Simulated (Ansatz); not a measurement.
Results of LDA (plane waves, PAW; Ansatz, a quantum-chemistry and plane-wave program) for rutile MnF2.

Numerical settings: plane-wave cutoff 520 eV, 8×8×10 k mesh (along the axes of the cell as run), spin-polarised with opposed moments, scalar-relativistic PAW data made under PBE.

Computed at the level's own relaxed cell.

Hill averages of the elastic tensor: K = 108.7 GPa, G = 27.5 GPa. Volume 12.171 Å³/atom, mean atomic mass 30.978 u.

Task: Work out the density, the sound velocities of a polycrystal and the elastic Debye temperature at this level.

Result: ρ = 1.66054 × 30.978/12.171 = 4.226 g/cm³. v_l = √[(K + 4G/3)/ρ] = 5.865 km/s and v_t = √(G/ρ) = 2.551 km/s. The mean follows from 3/v_m³ = 1/v_l³ + 2/v_t³: v_m = 2.881 km/s. Θ_D = (ħ/k_B) v_m (6π²/V)^(1/3) = 76.38 K Å s/km × 2.881 × 1.6945 Å⁻¹ = 373 K, counting all atoms of the cell.
